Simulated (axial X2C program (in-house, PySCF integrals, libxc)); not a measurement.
## Potential curves of SiCl, spin-free

All values were computed with an in-house relativistic program for diatomic molecules. Spin-free means the one-electron spin-free X2C Hamiltonian. Basis: Cl dyall-av3z [9s8p3d2f], Si dyall-v3z [8s7p2d1f] (cores contracted in-house); Gaussian nuclei, density fitting, unrestricted open shells. Masses: Cl 34.969 u, Si 27.977 u.

State: M_S = 1/2, Λ = 1 (beyond evenly filled blocks: π+α). Energies in cm⁻¹ from the fragments at the same level (Cl + Si). Fits are polynomials in 1 − R0/R over 0.85 to 1.23 times the lowest point R0.

```
 R (Å)  CCSD(T)    BLYP    PBE0
1.8105           -26085  -27841
1.8937   -30473  -30618  -32023
1.9561   -32370  -32668  -33797
2.0186   -33387  -33862  -34708
2.0810   -33728  -34398  -34959
2.1538   -33491  -34405  -34633
2.2267   -32752  -33923  -33819
2.3203   -31300  -32809  -32286
2.4348           -30973  -29951
2.6012           -27851  -26145
```

Correlated methods: 11 electrons correlated (number of frozen shells: Cl 2 s, 1 p; Si 2 s, 1 p), 167 virtual spin orbitals or spinors in MP2, 90 natural virtuals in coupled cluster.

One determinant describes the state; a PBE0 search over occupations chose it and may have missed a lower one. De is counted from the lowest determinant-based energies of the atoms at the same level, without counterpoise correction. CCSD and (T) use frozen natural virtuals with an MP2 correction for the truncation; (T) itself is uncorrected, so its De runs slightly low. Without a current term, density functionals place determinants with orbital angular momentum somewhat too high. Coupled cluster ran on the points near the minimum only. MP2 and coupled cluster on one determinant become unreliable at the stretched end.

Task: What are Re, ωe and De at the CCSD(T) level?

Result: At CCSD(T), spin-free: Re = 2.089 Å, ωe ≈ 522 cm⁻¹, De = 4.18 eV to Cl + Si; Be follows as 0.249 cm⁻¹.

Task: What are Re, ωe and De at the BLYP level?

Result: At BLYP, spin-free: Re = 2.117 Å, ωe ≈ 484 cm⁻¹, De = 4.27 eV to Cl + Si; Be follows as 0.242 cm⁻¹.

Task: Fit the PBE0 curve near its minimum: give the equilibrium distance, the harmonic wavenumber and the well depth.

Result: At PBE0, spin-free: Re = 2.078 Å, ωe ≈ 528 cm⁻¹, De = 4.33 eV to Cl + Si; Be follows as 0.251 cm⁻¹.
